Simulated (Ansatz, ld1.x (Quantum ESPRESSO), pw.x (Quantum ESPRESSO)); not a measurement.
## Al: does the RRKJ potential hold in the solid?

* Element: aluminium
* Generator: ld1.x (Quantum ESPRESSO) 7.5
* Type: norm-conserving RRKJ (Kleinman–Bylander form)
* Functional: PBE
* Relativity: scalar-relativistic
* Frozen core: [Ne]
* Valence charge: 3
* Reference configuration: 3s2 3p1
* Partial waves: 3s (bound): rc 1.80 bohr; 3p (bound): rc 2.90 bohr; 3d channel at 0.25 Ry: rc 3.05 bohr
* Local potential: all-electron potential smoothed inside 1.60 bohr (lloc = -1)
* Core correction: none

Atomic tests: cutoffs needed: 12 Ry and 18 Ry (the cutoffs (Ry, on a coarse ladder) from which the occupation-weighted sum of valence levels, in a spherical-Bessel basis at the reference potential, stays within 10 and 1 mRy of its value at 400 Ry); ghost test: no extra level below or beside the all-electron valence levels (s, p, d, f tested) (spherical-Bessel basis up to 400 Ry, 20 bohr box); largest excitation error: +31 meV (all-electron minus pseudo) for 3s1 3p0, out of 7 test configurations.

Crystal test: fcc Al in pw.x 7.5, no spin, 14³ k-points, Fermi–Dirac smearing 0.01 Ry, cutoffs 35/140 Ry. The reference is all-electron LAPW (Ansatz 0.2.0) with the same functional, mesh and smearing; V0 and B0 come from Birch–Murnaghan fits to the pressures at five volumes. Errors are pseudo minus all-electron; Δ is the rms difference of the E(V) curves that follow from these fits, minima aligned, over ±6 % about the mean V0. Mesh and smearing are coarse, so the numbers serve the comparison and aren't converged zero-temperature values; the lattice is a test structure that the element need not adopt.

```tsv
V (Å³/atom)	P all-electron (GPa)	P pseudo (GPa)
15.701	4.22	4.44
16.114	1.87	2.13
16.527	-0.17	0.12
16.940	-1.94	-1.63
17.353	-3.46	-3.15
```

All-electron: a0 = 4.040 Å (V0 = 16.49 Å³/atom), B0 = 76.6 GPa.

Pseudopotential: mean pressure error (GPa): +0.28; a0 (Å): 4.046; a0 error (%): +0.13; B0 error (%): -3.0; Δ (meV/atom): 1.0. The largest radius (3.05 bohr) exceeds half the bond length (2.70 bohr), so the spheres overlap, which is one possible source of error among others.

Problem. At the middle volume, how do free energy and pressure move when the wave cutoff is lowered (ecutrho kept at four times it)?

Solution.

```
cutoff (Ry)  shift of F (meV/atom)  shift of P (GPa)
         16                  +13.2             -0.60
         21                   +1.6             -0.06
         28                   +0.3             -0.01
```

The run at the middle volume (104 k-points, 6 iterations) took about 6.3 s on one core of a shared host (Intel(R) Xeon(R) Platinum 8259CL CPU @ 2.50GHz, 96 threads, 755 GiB, load 59).
